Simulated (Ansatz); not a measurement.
Worked example: the enthalpy of formation of C2H6S (ethanethiol)

C2H6S has 9 atoms, charge 0, and is taken as a singlet. As SMILES, `CCS`. The shape is that of a PBE0-D4/def2-TZVP optimisation. This is one conformer, not always the lowest.

Total energies at RPA@PBE/def2-SVPD, 7 core orbitals frozen (Ansatz 0.2.0); the atoms run unrestricted:

| species | state | energy (Eh) |
| --- | --- | --- |
| C2H6S | singlet | -477.330227 |
| C | triplet | -37.781349 |
| S | triplet | -397.546314 |
| H | doublet | -0.514639 |

Harmonic wavenumbers at PBE0-D4/def2-TZVP, in cm⁻¹: 210, 258, 330, 678, 738, 875, 997, 1074, 1124, 1279, 1304, 1404, 1469, 1481, 1489, 2705, 3046, 3072, 3110, 3120, 3141.

Measured heats of formation of the gaseous atoms at 298.15 K, in kJ/mol: C 716.9, S 277.0, H 218.0. Spin-orbit lowering of the atoms at 298 K (mean of the ground term's levels less their thermal mean, from spectra), in kJ/mol: C 0.02, S 1.88. Take 1 Eh = 2625.50 kJ/mol, 1 cm⁻¹ = 0.0119627 kJ/mol, RT = 2.479 kJ/mol.

**Question.** What heat of formation follows?

**Answer.** 
1. Electronic atomisation energy: 2 × (-37.781349) + (-397.546314) + 6 × (-0.514639) − (-477.330227) = 1.133381 Eh = 2975.7 kJ/mol.
2. Zero-point energy: half the sum of the wavenumbers, 16452 cm⁻¹ = 196.8 kJ/mol.
3. Thermal vibrational enthalpy, Σ hcν̃/(exp(hcν̃/kT) − 1): 4.8 kJ/mol. Translation, rotation and pV of a non-linear molecule: 4 RT = 9.9 kJ/mol.
4. The 9 free atoms carry 5/2 RT each: 55.8 kJ/mol.
5. Spin-orbit coupling lowers the free atoms by 2 × 0.02 + 1.88 = 1.9 kJ/mol.
6. Atomisation enthalpy at 298 K: 2975.7 − 1.9 − 196.8 − 4.8 − 9.9 + 55.8 = 2818.1 kJ/mol.
7. Sum of the atoms' heats of formation: 3018.8 kJ/mol. Heat of formation: 3018.8 − 2818.1 = +200.7 kJ/mol.

The tabulated value is -46.1 kJ/mol (CRC Handbook of Chemistry and Physics), so this level is off by +246.8 kJ/mol, or 8.1 % of the atomisation enthalpy that the table implies (3064.8 kJ/mol). Anharmonicity and any spin-orbit splitting of the molecule are left out, and so is core correlation.
